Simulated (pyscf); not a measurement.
This saddle point was located with ωB97X-D3(BJ)/def2-SVP in PySCF.

```xyz
11

P     -1.7149     1.1701     0.3229
B     -2.2650    -0.1934     1.4172
H     -0.8861    -0.1289    -0.8374
H     -2.8180     1.5837    -0.4701
H     -1.4083    -0.8458     1.9732
H     -3.4322    -0.4234     1.6248
Si     0.5523     0.9095    -0.9016
H     -0.2598    -0.5388    -1.3900
H      0.1893     2.1502    -1.6312
H      1.1208     0.8705     0.4678
H      1.6396     0.3029    -1.7593
```

Surface: singlet, charge 0. Lowest wavenumbers (cm⁻¹): 1294i, 86, 100, 209, 227.

### Question
Which two sides does it connect, and which bonds change?

### Answer
H₂B–PH₂ (SMILES BP) + SiH₄ (SMILES [SiH4]) ⇌ H₂B–PH–SiH₃ (SMILES BP[SiH3]) + H₂ (SMILES [H][H]), a four-centre exchange read from left to right: H–P, H–Si broken and P–Si, H–H formed. At ωB97M-D3(BJ)/def2-TZVP it lies +61.1 kcal/mol from the left side and +62.3 kcal/mol from the right (each side as separated species at their lowest minima found). At the saddle there is also a short H–Si contact that neither side keeps. This is the saddle that the search found; another between the same sides may lie lower.
